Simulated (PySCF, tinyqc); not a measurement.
The basis set: RHF and MP2 along a ladder of basis sets, for BH, spin multiplicity 1. Computed by the program tinyqc with PySCF. Command: `OMP_NUM_THREADS=1 python tinyqc.py 114514 114515 out.jsonl`; one thread of a shared host (Intel(R) Xeon(R) Processor @ 2.60GHz), about 0.9 s.

Geometry (angstrom):
```
atom       x       y       z
B     0.0000  0.0000  0.0000
H     0.0000  0.0000  1.0480
```

Same geometry throughout; the dipole is taken about the origin.

RHF and frozen-core MP2 in a ladder of bases:
```
basis        functions  E(RHF) (hartree)  E(MP2 corr) (hartree)  HOMO (eV)  LUMO (eV)  dipole (debye)
sto-3g               6        -24.734560              -0.025825    -6.6220     7.3086          1.2436
3-21g               11        -24.959502              -0.035345    -9.0368     2.0473          2.0634
6-31g               11        -25.091548              -0.035368    -8.8551     2.3343          2.0133
6-31g**             19        -25.102165              -0.059674    -8.9727     2.3712          1.9610
cc-pvdz             19        -25.106254              -0.059149    -9.2136     1.6956          2.1586
aug-cc-pvdz         32        -25.108267              -0.061052    -9.3156     0.7535          2.2366
cc-pvtz             44        -25.114138              -0.073079    -9.3058     1.4033          2.1901
```

From cc-pVDZ to cc-pVTZ the RHF energy falls by 7.9 mhartree and the correlation energy by 13.9. If valence correlation converges as X^-3, (27 E(T) - 8 E(D))/19 gives -0.0789 hartree, a rough estimate from such small X that usually falls short; STO-3G holds about 33 % of it. Beyond STO-3G the LUMO moves by 1.6 eV and the HOMO by 0.5 eV. The restricted reference is unstable here: a spin-polarised solution lies 0.0079 hartree lower (PySCF, cc-pVDZ), so results built on it describe a poor reference.
